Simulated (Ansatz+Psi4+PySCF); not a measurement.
**doublet BF₃(+): levels of theory in one basis**

```yaml
atoms:
  - { symbol: B, position_ang: [0.0000, 0.0000, 0.0000] }
  - { symbol: F, position_ang: [0.0000, 1.3218, 0.0000] }
  - { symbol: F, position_ang: [1.1447, -0.6609, 0.0000] }
  - { symbol: F, position_ang: [-1.1447, -0.6609, 0.0000] }
```

Basis set: cc-pVTZ (spherical functions). Frozen core: 4 orbitals. Correlation on ROHF uses semicanonical orbitals with singles. Charge 1, multiplicity 2.

Computed with Ansatz (development build ahead of 0.2.0); each method stands on the lowest determinant of its kind that the runs found.

```csv
method,E − E(ROHF) (eV),<S²> of the determinant
ROHF,0.00,0.75
UHF,-0.15,0.76
ROHF-MP2,-21.45,–
UHF-MP2,-21.46,0.76
ROHF-CCSD,-22.08,–
UHF-CCSD,-22.07,0.76
ROHF-CCSD(T),-22.95,–
UHF-CCSD(T),-22.94,0.76
```

Caution: the determinant may break the point group. Caution for ROHF-MP2, UHF-MP2, ROHF-CCSD, UHF-CCSD, ROHF-CCSD(T), UHF-CCSD(T): large amplitudes, a single reference is doubtful. Caution for ROHF-MP2, UHF-MP2: MP2 on this radical cation hangs on the determinant chosen. Caution for ROHF-MP2, UHF-MP2, ROHF-CCSD(T), UHF-CCSD(T): another reference gives a lower total.
